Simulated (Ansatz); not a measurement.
# AlH₃ (triplet): from Hartree-Fock to the top rungs, aug-cc-pVTZ

An exercise on one series of results from a longer session: the logs are not shown, and one member is left open.

The runs use Ansatz 0.2.0, Gaussian basis; aug-cc-pVTZ, core rule «outside noble gas», up to 5 orbitals frozen.

The runs, in order: UHF; CCSD(T) on ROHF; CCSD(T) on UHF; BCCD(T) on ROHF; CCSDT(Q) on ROHF; CCSDT(Q) on UHF; CASSCF and MRCISD+Q, 6 electrons in 7 orbitals; CASSCF and NEVPT2, 6 electrons in 7 orbitals.

4 further runs of the same task are left out: 2 for a known fault of the program, 2 set aside as unsound or not needed.

## What is computed

The geometry is a PBE0/def2-TZVPD stationary point (not a proven minimum) of the parent state, kept for this charge and spin.

4 atoms, charge 0, spin multiplicity 3.

Atoms are counted from 1 here; the program's logs count them from 0.

Bond lengths: Al1–H2 1.640 Å, Al1–H3 1.640 Å, Al1–H4 1.640 Å. Angles: H2–Al1–H3 110.9°, H2–Al1–H4 110.9°, H3–Al1–H4 110.9°.

Set-up of the first run:

Contents of in.yaml:

```yaml
crystal:
  periodic: [false, false, false]
  atoms:
    - {symbol: Al, position_ang: [0.000089, -0.000115, -0.050932]}
    - {symbol: H, position_ang: [1.559162, 0.012743, 0.457166]}
    - {symbol: H, position_ang: [-0.790913, 1.346129, 0.450047]}
    - {symbol: H, position_ang: [-0.770631, -1.355790, 0.456190]}
basis:
  gaussian: {orbitals: aug-cc-pVTZ}
magnetization: {spin_polarized: true, initial_magnetization: 2}
hamiltonian: {xc: hf}
output: {orbitals: {seedname: orbitals}}
```

Launch:

```console
$ ansatz run in.yaml --threads 1 --pin off --events-out ev --progress --plain --max-ram 4096MiB --backend cpu
```

Among the steps run: UHF; CCSD(T) on ROHF; CCSD(T) on UHF; BCCD(T) on ROHF; CCSDT(Q) on ROHF; CCSDT(Q) on UHF; CASSCF and MRCISD+Q, 6 electrons in 7 orbitals; CASSCF and NEVPT2, 6 electrons in 7 orbitals.

One of the session's tables, all rows but one given; the rest of the session is left out.

| method | from UCCSDT(Q) (meV) |
| --- | --- |
| RMP2 | +808.8 |
| UMP2 | +879.4 |
| RCCSD | +133.9 |
| UCCSD | +124.0 |
| RCCSD(T) | +33.4 |
| UCCSD(T) | +32.7 |
| BCCD(T) | +34.3 |
| RCCSDT | +4.7 |
| UCCSDT | ? |
| RCCSDT(Q) | +1.0 |
| UCCSDT(Q) | 0 |
| CASSCF valence | +1910.2 |
| NEVPT2 valence | +608.0 |
| MRCISD valence | +117.3 |
| MRCISD+Q valence | +31.8 |

Q: Estimate the row for UCCSDT from the others.

**Answer.** from UCCSDT(Q) (meV): +3.6. In the column «from UCCSDT(Q) (meV)» it lies between RCCSDT(Q) (+1.0) and RCCSDT (+4.7).

Among the levels timed on like hardware and quicker than the yardstick, those that no quicker one beats, quickest first: NEVPT2 valence (5.5 s, +608.0 meV); MRCISD+Q valence (6 s, +31.8 meV); RCCSDT(Q) (21 s, +1.0 meV).

Left out of the table: ROHF, UHF (another determinant or state than the rows shown).

Caveats from the session: Of the multireference levels listed MRCISD+Q valence comes nearest in total energy (+31.8 meV), which doesn't show that its space is the better one. Restricted and unrestricted rows rest on different reference determinants; where their highest levels disagree by more than a few hundredths of an eV, they describe different states and don't form one ladder.
